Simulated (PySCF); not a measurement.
**Two-photon absorption: SMILES C=CCl, C2H3Cl**

Molfile (atoms numbered from 1):
```
C2H3Cl
     RDKit          3D

  6  5  0  0  0  0  0  0  0  0999 V2000
   -0.6041    0.0014   -0.4246 C   0  0  0  0  0  0  0  0  0  0  0  0
    0.4898    0.0978    0.3075 C   0  0  0  0  0  0  0  0  0  0  0  0
    1.4312   -1.2605    0.7879 Cl  0  0  0  0  0  0  0  0  0  0  0  0
   -1.1477    0.8997   -0.6902 H   0  0  0  0  0  0  0  0  0  0  0  0
   -0.9816   -0.9516   -0.7726 H   0  0  0  0  0  0  0  0  0  0  0  0
    0.8894    1.0367    0.6686 H   0  0  0  0  0  0  0  0  0  0  0  0
  1  2  2  0
  2  3  1  0
  1  4  1  0
  1  5  1  0
  2  6  1  0
M  END
```

Theory: TDDFT CAM-B3LYP/aug-cc-pVTZ excited states, vertical, gas phase (PySCF). Geometry: PBE0-D3(BJ)/def2-TZVP.

Problem. How strongly do the lowest singlets absorb one photon, and two photons of half the energy?

Solution. δ for parallel linear polarisation; σ at the peak of a Lorentzian of half width 0.1 eV, single beam; Ω is circular over linear.
```csv
state,E (eV),f,photon λ (nm),δ (au),σ (GM),Ω,main
S1,6.64,0.010,373,46.9,0.76,1.50,HOMO→LUMO 0.83
S2,6.70,0.273,370,79.7,1.31,0.42,HOMO→LUMO+1 0.96
S3,6.89,0.000,360,23.5,0.41,1.50,HOMO→LUMO+4 0.59
S4,7.25,0.000,342,35,0.67,1.50,HOMO→LUMO+2 0.81
S5,7.29,0.001,340,0.48,0.01,1.50,HOMO−1→LUMO+1 0.94
S6,7.48,0.021,332,5.12,0.10,1.50,HOMO→LUMO+3 0.77
```

Among these, the strongest one-photon state is S2, the strongest two-photon state S2, with a dipole change of 2.8 D (relaxed, norm of the difference vector).
